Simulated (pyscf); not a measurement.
Single points on ωB97X-D3(BJ)/def2-SVP structures (PySCF, gas phase).

### Question
For the elementary gas-phase step `[BH2][PH2]` + `[SiH4]` → `[BH2][PH][SiH3]` + `[H][H]` (singlet surface; H–P, H–Si broken, P–Si, H–H formed), what barrier and reaction energy does ωB97M-D3(BJ)/def2-TZVP give, measured from the separated reactants?

### Answer
ΔE‡ = 61.1 kcal/mol, ΔE = -1.2 kcal/mol. Zero-point energy shifts the barrier by -0.2 kcal/mol. It is a four-centre exchange, with an imaginary mode of 1294i cm⁻¹. At the saddle there is also a short H–Si contact that neither side keeps. This is the saddle that the search found; another between the same sides may lie lower.
